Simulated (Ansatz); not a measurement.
# PF2+ (triplet): wave-function methods side by side, def2-TZVPP

An exercise on one series of results from a longer session: the logs are not shown, and one member is left open.

Program: Ansatz 0.2.0, Gaussian basis. Level of theory: def2-TZVPP, core rule «outside noble gas», up to 7 orbitals frozen. These are calculated values, not measurements.

Plan: UHF; ROHF; CCSD(T) on UHF.

2 further runs of the same task are left out: 2 set aside as unsound or not needed.

## The geometry

The geometry is a PBE0/def2-TZVP stationary point (not a proven minimum) of the parent state, kept for this charge and spin.

3 atoms, charge 1, spin multiplicity 3.

Atoms are counted from 1 here; the program's logs count them from 0.

Bond lengths: F1–P2 1.584 Å, P2–F3 1.584 Å. Angles: F1–P2–F3 98.7°.

Geometry (Å):

```xyz
3
F2P
F     0.0000   -0.4633    1.2022
P     0.0000    0.5683    0.0000
F     0.0000   -0.4633   -1.2022
```

The first run:

The input, in.yaml:

```yaml
crystal:
  periodic: [false, false, false]
  atoms:
    - {symbol: F, position_ang: [0.000000, -0.463276, 1.202212]}
    - {symbol: P, position_ang: [0.000000, 0.568321, 0.000000]}
    - {symbol: F, position_ang: [0.000000, -0.463276, -1.202212]}
basis:
  gaussian: {orbitals: def2-TZVPP}
total_charge: 1
magnetization: {spin_polarized: true, initial_magnetization: 2}
hamiltonian: {xc: hf}
output: {orbitals: {seedname: orbitals}}
```

Launch:

```console
ansatz run in.yaml --threads 1 --pin off --events-out ev --progress --plain --max-ram 4096MiB --backend cpu
```

Steps of the session up to this table: UHF; ROHF; CCSD(T) on UHF.

One of the session's tables, all rows but one given; the rest of the session is left out.

```
  method  from UCCSD(T) (meV)
    ROHF             +16946.3
     UHF             +16841.2
    UMP2               +759.2
   UCCSD                    ?
UCCSD(T)                    0
```

**Question.** Estimate the row for UCCSD.

**Answer.** from UCCSD(T) (meV): +584.7. In the column «from UCCSD(T) (meV)» it lies between UCCSD(T) (0) and UMP2 (+759.2).
